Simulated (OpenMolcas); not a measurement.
# ROCCSD(T)/cc-pVDZ run of HO2 (hydroperoxy)

What is the energy change on altering one bond length of HO2 (hydroperoxy) at ROCCSD(T)/cc-pVDZ? 

The calculation is run with OpenMolcas 26.06.

### 1 The molecule

The species is HO2 (3 atoms), meant as a doublet with charge 0. As SMILES, `[O]O`. Geometry: relaxed at PBE0-D4/def2-TZVP.

Bond lengths: O1–O2 1.309 Å, O2–H3 0.975 Å. Angles: O1–O2–H3 105.8°.

### 2 The energy at ROCCSD(T)/cc-pVDZ

job.input reads:

```
* HO2 CCSD(T)
>>> EXPORT MOLCAS_PRINT=2

&GATEWAY
 BasLib=$CurrDir
 Coord
 3
 angstrom
 O       -0.355150       0.941950      -0.088650
 O       -0.244540      -0.359400      -0.172440
 H        0.599690      -0.582550       0.261090
 Basis=cc-pVDZ
 Group=NoSym

&SEWARD

&SCF
 UHF
 Spin=2
 PrOrbitals=0

&RASSCF
 FileOrb=$Project.UnaOrb
 Spin=2
 Nactel=1 0 0
 Inactive=8
 Ras2=1
 OutOrbitals=Canonical
 OrbListing=Nothing

&MOTRA
 JobIph
 Frozen=2

&CCSDT
 CCT
 Triples=3
 Iterations=50
 Extrapolation=5 4
```

The basis set cc-pVDZ is read from a file made from the Basis Set Exchange's data (not shown).

The run is started by

```
$ export MOLCAS_MEM=1860
$ pymolcas job.input > job.log
```

Standard output:

```text
--- Start Module: gateway ---
[...]
--- Stop Module: gateway /rc=_RC_ALL_IS_WELL_ ---
[...]
      Basis functions           33
[...]
       Convergence after  18 Iterations
[...]
::    Total SCF energy                               -150.1878462439
[...]
      Total spin, S                                     0.5043785381
[...]
      Number of active orbitals                  1
[...]
      Spin quantum number                      0.5
[...]
      Active orbitals                            1
[...]
      Number of CSFs                             1
[...]
      Number of root(s) required                 1
[...]
      Convergence after  8 iterations
[...]
      printout of CI-coefficients larger than  0.05 for root  1
      energy=    -150.182160
      conf/sym  1     Coeff  Weight
             1  u   1.00000 1.00000
      Natural orbitals and occupation numbers for root  1
      sym 1:   1.000000
      ************************************************************************************************************************
      *                                                    Final results                                                     *
[...]
::    RASSCF root number  1 Total energy:   -150.18216019
[...]
      Total electronic charge=   17.000000
      Total            charge=   -0.000000
[...]
      Dipole Moment (debye):
      Origin of the operator (angstrom)=   -0.2724    0.2646   -0.1186
                   X=  1.6812E+00               Y= -8.2326E-01               Z=  8.2146E-01           Total=  2.0443E+00
      Quadrupole Moment (debye*angstrom):
[...]
--- Start Module: motra ---
[...]
      *** WARNING: Default frozen orbitals is overwritten by user input.
      *** Default values:   2
[...]
--- Stop Module: motra /rc=_RC_ALL_IS_WELL_ ---
--- Start Module: ccsdt ---
[...]
      Convergence after                    17  Iterations
      Total energy (diff) :    -150.54933183      -0.00000001
[...]
 METHOD                       : CCSD+T(CCSD)+<T3(1)WT1>+<T3(1)UT2> = CCSD(T)
[...]
       CCSD     =      -150.5493318289627
[...]
--- Stop Module: ccsdt /rc=_RC_ALL_IS_WELL_ ---
[...]
```

Wall time 3.3 s (1 thread of Arm Neoverse V2, shared host); peak memory 0.37 GiB.

### 3 The distorted shape

job.input reads:

```
* HO2 CCSD(T)
&GATEWAY
BASLIB
$CurrDir
COORD
3
angstrom
O       -0.366211       1.072085      -0.080271
O       -0.244540      -0.359400      -0.172440
H        0.599690      -0.582550       0.261090
BASIS
cc-pVDZ
GROUP
NoSym
&SEWARD
&SCF
UHF
SPIN
2
PRORBITALS
0
&RASSCF
FILEORB
$Project.UnaOrb
SPIN
2
NACTEL
1 0 0
INACTIVE
8
RAS2
1
OUTORBITALS
Canonical
ORBLISTING
Nothing
&MOTRA
JOBIPH
FROZEN
2
&CCSDT
CCT
TRIPLES
3
ITERATIONS
50
EXTRAPOLATION
5 4
```

The basis set cc-pVDZ is read from a file made from the Basis Set Exchange's data (not shown).

The run is started by

```
$ export MOLCAS_MEM=1860
$ pymolcas job.input > job.log
```

Standard output:

```text
--- Start Module: gateway ---
[...]
--- Stop Module: gateway /rc=_RC_ALL_IS_WELL_ ---
[...]
      Basis functions           33
[...]
       Convergence after  20 Iterations
[...]
::    Total SCF energy                               -150.1763941414
[...]
      Total spin, S                                     0.5180425435
[...]
      Number of active orbitals                  1
[...]
      Spin quantum number                      0.5
[...]
      Active orbitals                            1
[...]
      Number of CSFs                             1
[...]
      Number of root(s) required                 1
[...]
      Convergence after  8 iterations
[...]
      printout of CI-coefficients larger than  0.05 for root  1
      energy=    -150.170541
      conf/sym  1     Coeff  Weight
             1  u   1.00000 1.00000
      Natural orbitals and occupation numbers for root  1
      sym 1:   1.000000
      ************************************************************************************************************************
      *                                                    Final results                                                     *
[...]
::    RASSCF root number  1 Total energy:   -150.17054121
[...]
      Total electronic charge=   17.000000
      Total            charge=   -0.000000
[...]
      Dipole Moment (debye):
      Origin of the operator (angstrom)=   -0.2777    0.3277   -0.1145
                   X=  1.6705E+00               Y= -6.2973E-01               Z=  8.3703E-01           Total=  1.9717E+00
      Quadrupole Moment (debye*angstrom):
[...]
--- Start Module: motra ---
[...]
      *** WARNING: Default frozen orbitals is overwritten by user input.
      *** Default values:   2
[...]
--- Stop Module: motra /rc=_RC_ALL_IS_WELL_ ---
--- Start Module: ccsdt ---
[...]
      Convergence after                    18  Iterations
      Total energy (diff) :    -150.54272247       0.00000001
[...]
 METHOD                       : CCSD+T(CCSD)+<T3(1)WT1>+<T3(1)UT2> = CCSD(T)
[...]
       CCSD     =      -150.5427224726207
[...]
--- Stop Module: ccsdt /rc=_RC_ALL_IS_WELL_ ---
[...]
```

Wall time 3.6 s (1 thread of Arm Neoverse V2, shared host); peak memory 0.37 GiB.

### 4 What came out

At ROCCSD(T)/cc-pVDZ, 2 core orbitals frozen:

```
                                                         quantity          value
                                        first shape: total energy  -150.55792 Eh
                                      first shape: (T) correction      -8.59 mEh
                                    distorted shape: total energy  -150.55274 Eh
                                  distorted shape: (T) correction     -10.02 mEh
energy change with the O1–O2 bond stretched from 1.309 to 1.440 Å       0.141 eV
```

What this shows: With the O1–O2 bond stretched from 1.309 to 1.440 Å the energy rises by 0.14 eV (3.3 kcal/mol). The first shape isn't relaxed at this level, so the change isn't measured from a minimum.
